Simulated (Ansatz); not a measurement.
**CHNa (triplet): wave-function methods side by side, def2-TZVPP**

An exercise on one series of results from a longer session: the logs are not shown, and one member is left open.

Program: Ansatz 0.2.0, Gaussian basis. Level of theory: def2-TZVPP, core rule «outside noble gas», up to 6 orbitals frozen. These are calculated values, not measurements.

Plan: UHF; ROHF; CCSD(T) on UHF.

2 further runs of the same task are left out: 2 set aside as unsound or not needed.

## The geometry

The geometry is a PBE0/def2-TZVP stationary point (not a proven minimum) of the parent state, kept for this charge and spin.

3 atoms, charge 0, spin multiplicity 3.

Atoms are counted from 1 here; the program's logs count them from 0.

Bond lengths: C1–Na2 2.359 Å, C1–H3 1.119 Å. Angles: Na2–C1–H3 110.8°.

Set-up of the first run:

Contents of in.yaml:

```yaml
crystal:
  periodic: [false, false, false]
  atoms:
    - {symbol: C, position_ang: [0.000000, -0.146142, 1.488223]}
    - {symbol: Na, position_ang: [0.000000, 0.038411, -0.863721]}
    - {symbol: H, position_ang: [0.000000, 0.865349, 1.966537]}
basis:
  gaussian: {orbitals: def2-TZVPP}
magnetization: {spin_polarized: true, initial_magnetization: 2}
hamiltonian: {xc: hf}
output: {orbitals: {seedname: orbitals}}
```

Command:

```console
$ ansatz run in.yaml --threads 1 --pin off --events-out ev --progress --plain --max-ram 4096MiB --backend cpu
```

Steps of the session up to this table: UHF; ROHF; CCSD(T) on UHF.

One of the session's tables, all rows but one given; the rest of the session is left out.

| method | from UCCSD(T) (meV) |
| --- | --- |
| ROHF | ? |
| UHF | +4077.0 |
| UMP2 | +646.9 |
| UCCSD | +138.5 |
| UCCSD(T) | 0 |

Q: Estimate the row for ROHF from the others.

**Answer.** from UCCSD(T) (meV): +4247.0. In the column «from UCCSD(T) (meV)» it is the highest.
